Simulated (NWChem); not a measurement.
## Dipole moment of CH$_{6}$Si

```
Si
H 1 1.4938
H 1 1.4938 2 108.26
H 1 1.4938 2 108.26 3 117.14
C 1 1.8887 2 110.66 3 -121.43
H 5 1.1017 1 110.89 2 60.00
H 5 1.1017 6 108.02 1 121.70
H 5 1.1017 6 108.02 7 116.61
```
Charge 0, spin multiplicity 1.

The numbers come from NWChem runs, not from measurements. The geometry was optimised at B3LYP/def2-SVP, a minimum by its harmonic frequencies.

Basis set: 6-31G*. The CCSD dipole comes from the Λ equations, without orbital relaxation.

The correlated methods keep 6 core orbitals frozen. B3LYP has NWChem's definition, with VWN1-RPA local correlation. The Pople sets run with spherical d functions. The structure started from a generated list of species. No row is a measurement; the coupled-cluster row has its own basis-set and correlation limits.

```tsv
method	dipole moment (D)
CCSD	0.71
BHandHLYP	___
HF	0.70
B3LYP	0.80
PBE	___
```

Problem. Complete the blanks.

Solution. 
- BHandHLYP, dipole moment (D): 0.75
- PBE, dipole moment (D): 0.87
